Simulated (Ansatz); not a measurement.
Reaction (SMILES): FC(F)(F)F → F[C](F)F + F atom
B3LYP-D3(BJ)/def2-TZVP geometries, fixed; electronic energies without zero-point terms.

Basis-set convergence of the bond dissociation energy at CCSD(T) with Ansatz (a first-principles code). All functions are spherical. Cores are frozen. Open shells are unrestricted. No added dispersion term, no relativity. Functions are those of the species that has most. Reference: Hartree-Fock in cc-pVQZ plus the correlation part extrapolated as X^-3 from cc-pVTZ and cc-pVQZ, 133.12 kcal/mol, itself unsure by roughly 0.64 kcal/mol (a third of the extrapolation step and of the last Hartree-Fock step). Deviations are taken from unrounded values.

```json
[
 {"basis": "def2-SVP", "functions": "70", "bond dissociation energy (kcal/mol)": "128.86", "minus reference (kcal/mol)": "-4.26"},
 {"basis": "def2-SVPD", "functions": "112", "bond dissociation energy (kcal/mol)": "127.32", "minus reference (kcal/mol)": "-5.80"},
 {"basis": "def2-TZVPP", "functions": "155", "bond dissociation energy (kcal/mol)": "129.67", "minus reference (kcal/mol)": "-3.45"},
 {"basis": "def2-TZVPPD", "functions": "197", "bond dissociation energy (kcal/mol)": "129.64", "minus reference (kcal/mol)": "-3.47"}
]
```

Of the sets listed that have larger relatives (same family, alike in diffuse functions), none stays within 2 kcal/mol of the reference together with them.
